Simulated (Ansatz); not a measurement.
A nudged elastic band was laid between two geometries of ClH3Si + H2 (7 atoms, charge 0, multiplicity 1).

All numbers below come from RKS PBE-D4/def2-SVP (Ansatz 0.2.0).

- movable images: 5
- climbing image: yes
- spring: 5.0 eV/Å²
- optimiser: quadratic models (default)
- start path: straight line
- force threshold: 0.05 eV/Å
- iteration limit: 60
- end points: relaxed

First end point:

```xyz
7
Properties=species:S:1:pos:R:3
Si 0.462 0.000 -0.041
Cl 0.491 0.000 2.043
H 1.878 0.000 -0.537
H -0.250 1.231 -0.519
H -0.250 -1.231 -0.519
H -3.037 0.000 1.110
H -2.402 0.000 1.544
```

Last end point:

```xyz
7
Properties=species:S:1:pos:R:3
Si -0.820 0.000 -0.482
Cl 1.090 0.000 3.025
H 0.678 0.000 -0.405
H -1.305 1.231 -1.192
H -1.305 -1.231 -1.192
H -1.387 0.000 0.916
H -0.056 0.000 2.412
```

(1) Which bonds break or form, and what moves?

(2) Give the energies along the band, and the barrier.

(3) What is the geometry of the highest image?

## Answers

(1) Bonds broken: Si1–Cl2, H6–H7. Bonds formed: Si1–H6, Cl2–H7. ClH3Si + H2 becomes ClH + H4Si.

(2) It converged. The highest image is number 4 of 0 to 6, 2.05 eV above the first end and 1.41 eV above the last; the last end lies 0.64 eV above the first. Another band between the same ends (5 images) ends at a top of the same energy, where a vibrational analysis finds 2 clearly imaginary modes. The orbitals stay closed-shell, which can raise the energy where a bond breaks towards radicals; this wasn't checked here.

| image | path coordinate (Å) | energy (eV) | Si1–Cl2 (Å) | H6–H7 (Å) | Si1–H6 (Å) |
| --- | --- | --- | --- | --- | --- |
| 0 | 0.00 | 0.00 | 2.08 | 0.77 | 3.68 |
| 1 | 0.63 | 0.03 | 2.09 | 0.77 | 3.08 |
| 2 | 1.25 | 0.25 | 2.11 | 0.77 | 2.52 |
| 3 | 1.88 | 1.05 | 2.23 | 0.80 | 2.04 |
| 4 | 2.51 | 2.05 | 2.59 | 1.00 | 1.70 |
| 5 | 3.38 | 0.94 | 3.25 | 1.44 | 1.52 |
| 6 | 4.26 | 0.64 | 3.99 | 2.00 | 1.51 |

(3) 
```xyz
7
Properties=species:S:1:pos:R:3
Si -0.376 0.000 -0.119
Cl 0.604 0.000 2.278
H 1.088 0.000 -0.459
H -0.961 1.258 -0.698
H -0.961 -1.258 -0.698
H -1.615 0.000 1.047
H -0.886 0.000 1.732
```

The run took 70 s on 1 thread of Arm Neoverse V1, on a shared host, peak memory 0.11 GiB.
